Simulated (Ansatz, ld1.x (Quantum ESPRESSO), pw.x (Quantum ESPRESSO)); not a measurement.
**aluminium (Al): does the TM potential hold in the solid?**

- Element: Al (Z = 13)
- Generator: ld1.x (Quantum ESPRESSO) 7.5
- Type: norm-conserving Troullier–Martins (Kleinman–Bylander form)
- Functional: PBEsol
- Relativity: scalar-relativistic
- Frozen core: [Ne]
- Valence charge: 3
- Reference configuration: 3s2 3p1
- Partial waves: 3s (bound): rc 2.00 bohr; 3p (bound): rc 2.90 bohr; 3d channel at -0.2 Ry: rc 2.30 bohr
- Local potential: all-electron potential smoothed inside 1.95 bohr (lloc = -2)
- Core correction: none

Crystal test: diamond Al in pw.x 7.5, no spin, 8³ k-points, Fermi–Dirac smearing 0.01 Ry, cutoffs 40/160 Ry. The reference is all-electron LAPW (Ansatz 0.2.0) with the same functional, mesh and smearing; V0 and B0 come from Birch–Murnaghan fits to the pressures at five volumes. Errors are pseudo minus all-electron; Δ is the rms difference of the E(V) curves that follow from these fits, minima aligned, over ±6 % about the mean V0. Mesh and smearing are coarse, so the numbers serve the comparison and aren't converged zero-temperature values; the lattice is a test structure that the element need not adopt.

All-electron: a0 = 5.998 Å (V0 = 26.97 Å³/atom), B0 = 39.5 GPa.

Question: How far does the potential miss the all-electron equation of state?

Answer: mean pressure error (GPa): -0.08; a0 (Å): 5.994; a0 error (%): -0.07; B0 error (%): -0.8; Δ (meV/atom): 0.5. The largest radius (2.90 bohr) exceeds half the bond length (2.45 bohr), so the spheres overlap, which is one possible source of error among others.

```csv
V (Å³/atom),P all-electron (GPa),P pseudo (GPa)
25.621,2.26,2.14
26.295,1.06,0.96
26.969,0.01,-0.07
27.643,-0.92,-0.99
28.317,-1.74,-1.79
```

Question: At the middle volume, how do free energy and pressure move when the wave cutoff is lowered (ecutrho kept at four times it)?

Answer:

| cutoff (Ry) | shift of F (meV/atom) | shift of P (GPa) |
| --- | --- | --- |
| 18 | +30.1 | -0.15 |
| 24 | +12.3 | -0.25 |
| 32 | +0.8 | -0.05 |

The run at the middle volume (29 k-points, 7 iterations) took about 6.9 s on one core of a shared host (Neoverse-V1, 32 threads, 247 GiB, load 26).
